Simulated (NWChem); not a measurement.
HCl cation, doublet; SMILES of the neutral closed-shell parent Cl

Results from NWChem. Spin-unrestricted. The state is orbitally degenerate and is run as one real component. Structure relaxed at the B3LYP/6-31G* (spherical d), spin-unrestricted level. This spin state was assumed; another may lie lower. No stability test was run on the SCF state. Level: M06-2X/def2-SVP with COSMO at NWChem's default radii, gas-phase geometry; the question gives the dielectric constant. Reactions with the solvent are ignored.

Estimate the computed values for dielectric constant 20.7. Quantities: electrostatic solvation energy (kcal/mol).


```yaml
electrostatic solvation energy (kcal/mol): -79.4
```
